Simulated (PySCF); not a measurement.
# A gas-phase reaction: CH6OSi + H2O → H4O2Si + CH4

Wanted: the reaction energy for `C[SiH2]O` + `O` → `O[SiH2]O` + `C`.

Computed with PySCF 2.14.0; each step states its level. No surroundings beyond the atoms listed, unless a continuum is named. Atoms count from 0, parts from 1.

## Step 1: Starting point

Each species was relaxed by itself at PBE0-D3(BJ)/def2-SVPD.

## Step 2: Energies of the species: wB97M-D3(BJ)/def2-TZVPD

The job: settings as JSON, then the geometry in Å.

```
{"job": {"kind": "react", "xc": "wB97M-D3(BJ)", "basis": "def2-TZVPD"}, "charge": 0, "multiplicity": 1}
-1 CH6OSi charge 0 multiplicity 1
C      0.214590     0.092320    -1.140850
Si    -0.117020    -0.502730     0.601600
O      0.092500     0.711890     1.744110
H      0.138200    -0.750780    -1.845200
H      1.223620     0.520760    -1.228830
H     -0.514070     0.854750    -1.454580
H      0.856060    -1.554840     1.005110
H     -1.508930    -1.048310     0.677050
H     -0.435010     1.508620     1.660290

-1 H2O charge 0 multiplicity 1
O     -0.003370     0.389280    -0.009000
H     -0.761170    -0.201240     0.004820
H      0.764570    -0.188010     0.004160

+1 H4O2Si charge 0 multiplicity 1
O     -0.907750     0.593030     1.163090
Si     0.072850    -0.336220     0.196910
O     -0.105000     0.181470    -1.382880
H     -0.775270     1.543720     1.164830
H     -0.414630    -1.725810     0.383070
H      1.513270    -0.208710     0.573770
H      0.607630     0.010080    -2.001790

+1 CH4 charge 0 multiplicity 1
C      0.000320    -0.000110     0.001710
H     -0.665940    -0.814960    -0.307310
H     -0.362820     0.947260    -0.415410
H      0.015560     0.064440     1.096690
H      1.014470    -0.197180    -0.367130
```

Level: wB97M-D3(BJ)/def2-TZVPD reaction energy of separated species, gas phase.

Command:

```bash
OMP_NUM_THREADS=1 python cluster_run.py task.json out
```

One launch serves the whole session: the jobs run in the order shown.

**Question.** The jobs that follow are: PBE0-D3(BJ)/def2-TZVPD reaction energy of separated species, gas phase; MP2/def2-TZVPD reaction energy of separated species, gas phase. Predict: reaction energy (wB97M-D3(BJ)/def2-TZVPD); ΔH, ΔG at 298 K (xTB thermal terms). Thermal terms come from harmonic xTB runs on each species.

**Answer**, as computed:

| quantity | value |
| --- | --- |
| reaction energy (wB97M-D3(BJ)/def2-TZVPD) | -25.25 kcal/mol |
| ΔH, ΔG at 298 K (xTB thermal terms) | -24.4, -23.8 kcal/mol |
| range of the reaction energy over the runs of this table | -26.47 to -23.86 kcal/mol |

What this shows: The reaction is exothermic by 24.4 kcal/mol in the gas phase; dispersion gives +0.52, and xTB itself gave -42.99 for the electronic energy (xTB energies and thermal terms come from the earlier relaxation of each species, not shown). No barrier was sought. xTB and this level differ widely in the electronic energy, so what comes from xTB (the thermal terms above all) is less safe here. The reaction energy runs from -26.47 (MP2/def2-TZVPD) to -23.86 kcal/mol (PBE0-D3(BJ)/def2-TZVPD).
